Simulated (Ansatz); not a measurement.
# What a trial cell of SbI₂ relaxes into

All numbers below come from DFT PBE, scalar-relativistic, plane waves, PAW (Ansatz 0.2.0). Cutoff 420 eV, Γ-centred k mesh, Gaussian smearing, no spin polarisation in the final step.

SbI₂ was placed on the CaC2 structure type (I4/mmm, No. 139), with Sb in place of Ca, I in place of C, at a guessed volume.

```
Sb I
1.0
    -2.62653    2.62653    4.30777
     2.62653   -2.62653    4.30777
     2.62653    2.62653   -4.30777
Sb I
1 2
Cartesian
  0.0000 0.0000 0.0000
  0.0000 0.0000 5.1090
  0.0000 0.0000 3.5065
```

Steps on the 6×6×6 mesh (3 atoms). 12 of 12 steps are shown, and the free energy counts from the last. Trial steps that were taken back and renewals of the plane-wave basis can be among the rows.

```
step  ΔF (meV/atom) V (Å³/atom) P (GPa) largest force component (eV/Å)
   1        12260.7        39.62    89.57                         126.500
   2         2835.5        40.12    26.27                          30.307
   3         1611.5        41.83    13.96                          16.714
   4          792.8        42.44     5.12                           7.389
   5          467.9        41.72     1.36                           3.870
   6          255.4        39.66    -0.49                           2.075
   7           56.5        35.71    -0.24                           1.174
   8           24.2        31.97     2.40                           0.317
   9            3.5        33.89     0.81                           0.218
  10            1.0        34.30     0.58                           0.108
  11            0.2        35.05    -0.11                           0.007
  12            0.0        35.05    -0.21                           0.007
```

A final relaxation ran on a 14×14×14 mesh. The relaxed crystal, I4/mmm (No. 139):

```cif
data_structure
_symmetry_space_group_name_H-M 'I4/mmm'
_symmetry_Int_Tables_number 139
_cell_length_a 4.6486
_cell_length_b 4.6486
_cell_length_c 9.6941
_cell_angle_alpha 90.000
_cell_angle_beta 90.000
_cell_angle_gamma 90.000
_cell_volume 209.48
loop_
_atom_site_label
_atom_site_type_symbol
_atom_site_symmetry_multiplicity
_atom_site_Wyckoff_symbol
_atom_site_fract_x
_atom_site_fract_y
_atom_site_fract_z
_atom_site_occupancy
Sb1 Sb 2 a 0.00000 0.00000 0.00000 1
I1 I 4 e 0.50000 0.50000 0.17106 1
```

For SbI₂, the volume per atom is 34.91 Å³, the density is 5.95 g/cm³ and the energy over the elements is 0.34 eV/atom. The gap on the 14×14×14 mesh is 0 eV (a metal).

Formation energies are uncorrected and refer to the elements' standard structures at the same level.

The final run used a 14×14×14 mesh on its 3-atom cell and 0.10 eV smearing. For metals, differences of a few meV/atom aren't resolved. Spin–orbit coupling is left out.

Symmetry constrained the relaxation, so the result can be a saddle point.

Cost: 3 runs of about 4.1 core-minutes in all, on Arm Neoverse V1 (shared hosts).